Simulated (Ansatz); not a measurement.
Saddle point of Si2H7Cl, singlet (SiH₃Cl ([SiH3][Cl]) + SiH₄ → SiH₃Cl ([SiH3][Cl]) + SiH₄; bonds formed: Si1–Cl7, H2–Si6; bonds broken: Si1–H2, Si6–Cl7), PBE0-D4/def2-TZVP structure:

Si1  (-0.384, 0.648, -1.330)
H2  (-0.554, -0.471, -0.079)
H3  (-0.214, -0.521, -2.233)
H4  (-1.784, 1.053, -1.031)
H5  (0.162, 1.796, -2.115)
Si6  (0.356, -0.671, 1.326)
Cl7  (1.283, 1.121, 0.198)
H8  (1.411, -0.424, 2.357)
H9  (0.642, -2.046, 0.840)
H10  (-0.919, -0.484, 2.067)
(Å)

Energies are electronic, without zero-point energy. Barriers and step energies count from the start structure reached by relaxing down the imaginary mode; all methods use the PBE0-D4 structures, on which another method's saddle can fall below an end. Computed with Ansatz 0.2.0 (basis: def2-TZVPP, with def2-QZVPP for the basis limit); correlated methods freeze the cores. B3LYP uses VWN-RPA correlation. Extrapolation: Hartree–Fock as exp(−7.88 √X), correlation as X^−2.97.

| method | barrier (eV) | step energy (eV) |
| --- | --- | --- |
| SPW92 | ? | 0.000 |
| PBE-D4 | 1.664 | 0.000 |
| BLYP-D4 | 1.894 | 0.000 |
| r2SCAN-D4 | 1.831 | 0.000 |
| B97M-V | 1.880 | 0.000 |
| PBE0-D4 | 1.829 | 0.000 |
| B3LYP-D4 | 2.009 | 0.000 |
| r2SCAN0-D4 | 1.928 | 0.000 |
| BHLYP-D4 | 2.186 | 0.000 |
| CAM-B3LYP-D4 | ? | 0.000 |
| wB97X-V | 2.071 | 0.000 |
| wB97M-V | 1.993 | 0.000 |
| B2PLYP | 2.121 | 0.000 |
| PBE-QIDH | 1.995 | 0.000 |
| RPA on PBE | ? | 0.000 |
| HF | 2.776 | 0.000 |
| MP2 | 2.078 | 0.000 |
| CCSD | 2.213 | 0.000 |
| CCSD(T) | 2.107 | 0.000 |

Fill in the withheld barriers. (To be estimated.)

By the calculation: SPW92 1.402; RPA on PBE 2.122; CAM-B3LYP-D4 2.120 eV. Each is the energy of the saddle less that of the start structure, by the same method.

For comparison, the barrier by CCSD(T) at an estimated basis limit (MP2 extrapolated from triple and quadruple zeta, plus CCSD(T) − MP2 in triple zeta) is 2.048 eV.

The T1 diagnostic stays at or below 0.012. The start structure is not quite a true minimum (one mode of 54i cm⁻¹). The end structure is not quite a true minimum (one mode of 53i cm⁻¹).

Ligand swaps between two centres remove the fluorinated layer in thermal atomic layer etching, and scramble precursors in the gas phase.

Labels in which every atom is bracketed show which atoms are joined, not bond orders.

For scale, one of the runs: CCSD(T)/def2-TZVPP, 224 basis functions, launched by `ansatz run in.yaml --threads 4 --pin off --events-out ev --progress --plain --max-ram 9574MiB`. The run took 42 s on 4 CPU threads of an Arm Neoverse V2 (shared host), with 3.2 GiB of host memory at its peak.
